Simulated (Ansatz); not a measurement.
in.yaml

```yaml
crystal:
  periodic: [false, false, false]
  atoms:
    - {symbol: Si, position_ang: [0.008458, 0.003016, -0.044924]}
    - {symbol: H, position_ang: [1.258842, 0.026045, 0.419525]}
    - {symbol: H, position_ang: [-0.800944, 1.199046, 0.405255]}
    - {symbol: H, position_ang: [-0.693565, -1.309124, 0.426999]}
basis:
  gaussian: {orbitals: "6-31G*"}
magnetization: {spin_polarized: false, initial_magnetization: 1}
correlation: {method: ccsdt, electrons: all}
```

```sh
$ ansatz run in.yaml --threads 1 --pin off --events-out ev --progress --plain --max-ram 2393MiB
```

Problem. Roughly how long does this take on 1 thread of Arm Neoverse V1, shared host, and how much host memory?

Solution. 6 s wall and 0.16 GiB.

```
450 factors; integrals over basis functions are off by at most 1.8e-7 eV
mean field evaluation 1: about -7906.8789 eV, gradient 8.3e0 eV
mean field evaluation 2: about -7906.9006 eV, gradient 8.4e0 eV
mean field evaluation 4: about -7907.4293 eV, gradient 4.0e-1 eV
mean field evaluation 8: about -7907.4312 eV, gradient 1.1e-4 eV
mean field evaluation 16: about -7907.3968 eV, gradient 3.9e-1 eV
mean field -7907.43118017 eV, -290.5927360218 hartree, gradient 2.2e-6 eV, S^2 0.750000; 0 other end points of the search recorded, 0 dependent functions left out
reference -7907.43118017 eV, -290.5927360218 hartree; 9, 8 occupied and 16, 17 virtual orbitals, 450 factors
second order -2.12673501 eV of doubles, -0.02250538 eV of singles
cycle   1  -2.55920793 eV  change   -4.1e-1 eV  update   5.5e-2
cycle   2  -2.80772217 eV  change   -2.5e-1 eV  update   2.5e-2
cycle   3  -2.81915089 eV  change   -1.1e-2 eV  update   6.7e-3
cycle   4  -2.82249157 eV  change   -3.3e-3 eV  update   2.4e-3
cycle   5  -2.82110081 eV  change    1.4e-3 eV  update   9.4e-4
cycle   6  -2.82134324 eV  change   -2.4e-4 eV  update   3.9e-4
cycle   7  -2.82160129 eV  change   -2.6e-4 eV  update   1.4e-4
cycle   8  -2.82160206 eV  change   -7.7e-7 eV  update   4.4e-5
cycle   9  -2.82157079 eV  change    3.1e-5 eV  update   1.6e-5
cycle  10  -2.82157839 eV  change   -7.6e-6 eV  update   6.0e-6
cycle  11  -2.82157952 eV  change   -1.1e-6 eV  update   2.3e-6
cycle  12  -2.82158000 eV  change   -4.8e-7 eV  update   9.1e-7
Total energy: -7910.25276017 eV, -290.6964271744 hartree
```
